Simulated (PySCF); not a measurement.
## Ionisation energy of O by level of theory

O [He] 2s2 2p4 (3P) → O⁺ [He] 2s2 2p3 (4S), as a difference of total energies. Calculation: PySCF 2.14, in x2c-TZVPPall with one added diffuse shell each of s, p, d type (6s4p3d1f, 40 functions); scalar relativity by spin-free X2C-1e. Correlated levels: valence: 1s2 frozen. The calculations carry no spin-orbit coupling.

```csv
method,ionisation energy (eV)
UHF,12.015
MP2 (valence),13.277
SCS-MP2 (valence),13.371
CCSD (valence),13.315
CCSD(T) (valence),13.356
CCSDT (valence),13.360
```

Task: How much does correlation contribute at CCSD(T) (valence)?

Result: 13.356 − (12.015) = 1.341 eV, measured against UHF.

Errors of the correlated levels include the incompleteness of this basis and the frozen core.

For comparison: 13.608 eV (measured; NIST levels, between the centres of gravity of the two terms).
